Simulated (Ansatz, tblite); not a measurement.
Forces on the cluster Al2H⁻ at its PBE-D4/def2-TZVPD geometry. Total charge -1; singlet.

The xTB rows come from tblite. At PBE0-D4/def2-TZVPD the restricted singlet is unstable: a solution with broken spin symmetry lies lower. At PBE0-D4/def2-TZVPD the highest occupied level of the charge -1 singlet lies above zero (up to 0.67 eV). Its loss leaves the charge 0 doublet, which lies 0.82 eV higher (vertical, at PBE0-D4/def2-TZVPD), but this difference is unsure: the doublet is doubtful (geometry relaxed on an unsound state). The geometry of the singlet was relaxed on an unsound state (an occupied level 0.26 eV above an empty one). At PBE0-D4/def2-TZVPD a triplet of charge -1 lies 0.71 eV below the restricted singlet, each at its own geometry. The structure comes from a short search, and lower isomers may exist.

GFN1-xTB (tblite), largest force 2.06 eV/Å:

```xyz
3
positions Å, forces eV/Å
Al   -0.189    0.477   -0.188   -1.543   -1.361    0.127
Al   -1.036   -1.841    0.379    0.179    0.500   -0.123
H     1.226    1.364   -0.191    1.363    0.861   -0.004
```

GFN2-xTB (tblite), largest force 1.31 eV/Å:

```
Al -0.745 -1.065 0.191
Al 0.200 0.658 -0.169
H 0.544 0.407 -0.022
```

PBE0-D4/def2-TZVPD (Ansatz), largest force 0.30 eV/Å:

```
Al 0.233 0.191 -0.015
Al -0.084 -0.147 0.030
H -0.149 -0.044 -0.015
```
